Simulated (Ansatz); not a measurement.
```yaml
crystal:
  periodic: [false, false, false]
  atoms:
    - {symbol: Hf, position_ang: [0.000000, 0.000000, 0.000000]}
    - {symbol: Hf, position_ang: [0.000000, 0.000000, 2.900000]}
basis:
  gaussian: {orbitals: def2-TZVP}
hamiltonian: {xc: pbe0}
relax: {f_tol: 0.004, max_steps: 80}
```

```sh
$ ansatz run in.yaml --threads 1 --pin off --events-out ev --progress --plain --max-ram 2176MiB
```

Steps of the relaxation (energy above the last step; positions in Å, forces in eV/Å):

```
2
step 1, 510.6 meV
Hf    0.000    0.000    0.000    0.000    0.000    2.553
Hf    0.000    0.000    2.900    0.000    0.000   -2.553
```

```
2
step 2, 10.6 meV
Hf    0.000    0.000    0.187    0.000    0.000   -0.542
Hf    0.000    0.000    2.713    0.000    0.000    0.542
```

```
2
step 3, 4.0 meV
Hf    0.000    0.000    0.154    0.000    0.000    0.313
Hf    0.000    0.000    2.746    0.000    0.000   -0.313
```

```
2
step 5, 0.0 meV
Hf    0.000    0.000    0.167    0.000    0.000    0.000
Hf    0.000    0.000    2.733    0.000    0.000    0.000
```

Close pairs at the end: Hf1–Hf2 2.567 Å.

A stationary point of restricted PBE0 after 5 steps (its stability towards spin polarisation wasn't tested). 30 s on 1 thread of Intel Xeon Platinum 8488C, shared host.
